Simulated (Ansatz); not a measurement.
**C₃H₅Cl: taking an electron away**

One table from this session's results is given with a row withheld; the runs are named, their logs left out.

Program: Ansatz 0.2.0, Gaussian basis. Level of theory: unrestricted cation, the program's frozen cores in correlated methods. These are calculated values, not measurements.

The runs, in order: UKS PBE-D4/def2-TZVPP; UKS r2SCAN-D4/def2-TZVPP; UKS PBE0-D4/def2-TZVPP; UKS B3LYP-D4/def2-TZVPP; UKS wB97X-V/def2-TZVPP; UKS wB97M-V/def2-TZVPP; UKS B2PLYP/def2-TZVPP; UHF-CCSD(T)/def2-TZVPP; UHF-MP2/def2-QZVPP; extrapolation to the limit; then −ε(HOMO) from the neutral's earlier runs with LDA (SPW92), PBE-D4, revPBE-D4, BLYP-D4, r2SCAN-D4, B97M-V, PBE0-D4, B3LYP-D4, r2SCANh-D4, r2SCAN0-D4, HSE06-D4, BHLYP-D4, CAM-B3LYP-D4, LC-ωPBE, ωB97X-V, ωB97M-V.

## The relaxed structure

All runs share one geometry, relaxed beforehand with PBE0-D4 in a triple-zeta def2 set.

9 atoms, charge 0, spin multiplicity 1.

Atoms are counted from 1 here; the program's logs count them from 0.

Bond lengths: C1–C2 1.325 Å, C1–H5 1.083 Å, C1–H6 1.085 Å, C2–C3 1.483 Å, C2–H7 1.087 Å, C3–Cl4 1.795 Å, C3–H8 1.089 Å, C3–H9 1.090 Å. Angles: C2–C1–H5 121.5°, C2–C1–H6 121.4°, H5–C1–H6 117.1°, C1–C2–C3 123.4°, C1–C2–H7 120.5°, C3–C2–H7 116.1°, C2–C3–Cl4 111.0°, C2–C3–H8 111.7°, C2–C3–H9 111.8°, Cl4–C3–H8 107.1°, Cl4–C3–H9 105.6°, H8–C3–H9 109.3°.

As a file:

```mol
C3H5Cl
  3D, bonds by distance, orders not assigned

  9  8  0  0  0  0  0  0  0  0999 V2000
   -0.2867    1.3094   -0.4504 C   0  0
    0.3803    0.1665   -0.3897 C   0  0
    0.0908   -0.8964    0.6031 C   0  0
   -0.3832   -2.4245   -0.2105 Cl  0  0
   -0.0360    2.0731   -1.1769 H   0  0
   -1.1081    1.5224    0.2265 H   0  0
    1.1915   -0.0352   -1.0839 H   0  0
   -0.7291   -0.6187    1.2638 H   0  0
    0.9688   -1.1427    1.2011 H   0  0
  1  2  8  0
  2  3  8  0
  3  4  8  0
  1  5  8  0
  1  6  8  0
  2  7  8  0
  3  8  8  0
  3  9  8  0
M  END
```

Set-up of the first run:

Input file in.yaml:

```yaml
crystal:
  periodic: [false, false, false]
  atoms:
    - {symbol: C, position_ang: [-0.286705, 1.309445, -0.450430]}
    - {symbol: C, position_ang: [0.380312, 0.166470, -0.389733]}
    - {symbol: C, position_ang: [0.090801, -0.896395, 0.603085]}
    - {symbol: Cl, position_ang: [-0.383157, -2.424498, -0.210530]}
    - {symbol: H, position_ang: [-0.035957, 2.073064, -1.176926]}
    - {symbol: H, position_ang: [-1.108067, 1.522390, 0.226534]}
    - {symbol: H, position_ang: [1.191514, -0.035224, -1.083907]}
    - {symbol: H, position_ang: [-0.729117, -0.618726, 1.263834]}
    - {symbol: H, position_ang: [0.968776, -1.142726, 1.201070]}
basis:
  gaussian: {orbitals: def2-TZVPP}
total_charge: 1
magnetization: {spin_polarized: true, initial_magnetization: 1}
hamiltonian: {xc: pbe, dispersion: d4}
```

On the command line:

```
> ansatz run in.yaml --threads 4 --pin off --events-out ev --progress --plain --max-ram 10444MiB
```

Among the steps run: Cation, UKS PBE-D4/def2-TZVPP; Cation, UKS r2SCAN-D4/def2-TZVPP; Cation, UKS PBE0-D4/def2-TZVPP; Cation, UKS B3LYP-D4/def2-TZVPP; Cation, UKS wB97X-V/def2-TZVPP; Cation, UKS wB97M-V/def2-TZVPP; Cation, UKS B2PLYP (frozen core)/def2-TZVPP; Cation, UHF-CCSD(T)/def2-TZVPP; Cation, UHF-MP2/def2-QZVPP.

One of the session's tables, all rows but one given; the rest of the session is left out.

It belongs to the step «Ionisation energies side by side». Orbital estimates, from the neutral's runs:

| functional | −ε(HOMO) (eV) |
| --- | --- |
| LDA (SPW92) | 6.91 |
| PBE-D4 | 6.75 |
| revPBE-D4 | 6.69 |
| BLYP-D4 | ? |
| r2SCAN-D4 | 6.99 |
| B97M-V | 7.00 |
| PBE0-D4 | 7.92 |
| B3LYP-D4 | 7.68 |
| r2SCANh-D4 | 7.43 |
| r2SCAN0-D4 | 8.08 |
| HSE06-D4 | 7.52 |
| BHLYP-D4 | 8.90 |
| CAM-B3LYP-D4 | 9.25 |
| LC-ωPBE | 10.68 |
| ωB97X-V | 10.27 |
| ωB97M-V | 10.16 |

Q: Estimate the row for BLYP-D4 from the others.

Worked estimate for «−ε(HOMO) (eV)». Against the share of exact exchange, B3LYP-D4 (0.2, 7.68), BHLYP-D4 (0.5, 8.90) give a slope of 4.07 per unit share; at 0 the line stands at 6.87.

The run gave: −ε(HOMO) (eV): 6.58. In «−ε(HOMO) (eV)» the line misses by +0.29.

Limits of these values: The cation may have settled in a state other than its lowest; no search over hole states beyond the program's own was made.
